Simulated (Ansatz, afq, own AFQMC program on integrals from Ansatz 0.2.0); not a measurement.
## Atomization energy of AlH4, doublet

```yaml
atoms:
  - { symbol: Al, position_ang: [-0.0599, 0.0001, -0.1328] }
  - { symbol: H, position_ang: [0.4487, 0.0018, 1.9858] }
  - { symbol: H, position_ang: [-0.3171, -0.0089, 1.9564] }
  - { symbol: H, position_ang: [0.7333, 1.3833, -0.1888] }
  - { symbol: H, position_ang: [0.7376, -1.3801, -0.1993] }
```

Atoms in their ground-state spins without spin–orbit coupling (mostly on UHF) minus the molecule (UHF), without zero-point energy. The geometry is a stationary point, not shown to be a minimum.

Basis cc-pVDZ. Noble-gas cores (and the filled d shells of Ga–Kr and In–Xe) are frozen. Integrals, coupled cluster, full CI and functionals: Ansatz 0.2.0; the random walks run on the same integrals in our own AFQMC program. ph-AFQMC/CISD is guided by a CISD state made of CCSD amplitudes; releasing the constraint for a short imaginary time cuts its bias at the price of noise, slowly where states lie close. Error bars are statistical, one sigma. The errors of all members are added in quadrature.

No full CI on the walks' own integrals is used here; CCSDT(Q) serves as the reference and is uncertain by about the last step of the cluster series. Each member takes its own surest rung, up to full CI.

Errors are counted within cc-pVDZ, not against nature.

```json
{"level": "HF", "atomization energy (kJ/mol)": "738.1"}
{"level": "MP2", "atomization energy (kJ/mol)": "884.1"}
```

From these cheaper values, estimate the atomization energy at the reference level in cc-pVDZ.

915.4 kJ/mol (CCSDT(Q) in cc-pVDZ).

```csv
level,atomization energy (kJ/mol),error against CCSDT(Q) (kJ/mol)
CCSD,913.0,-2.4
CCSD(T),914.9,-0.5
ph-AFQMC/HF,915.6 ± 2.6,0.2 ± 2.6
ph-AFQMC/CISD,915.6 ± 0.2,0.3 ± 0.2
released AFQMC,915.1 ± 0.3,-0.3 ± 0.3
```

Correlation beyond CCSD(T) adds 0.5 kJ/mol. The perturbative (T) step is worth +1.9 kJ/mol.

Released energies are given only where the last usable release times agree within the noise; a slower fall can still hide under it.
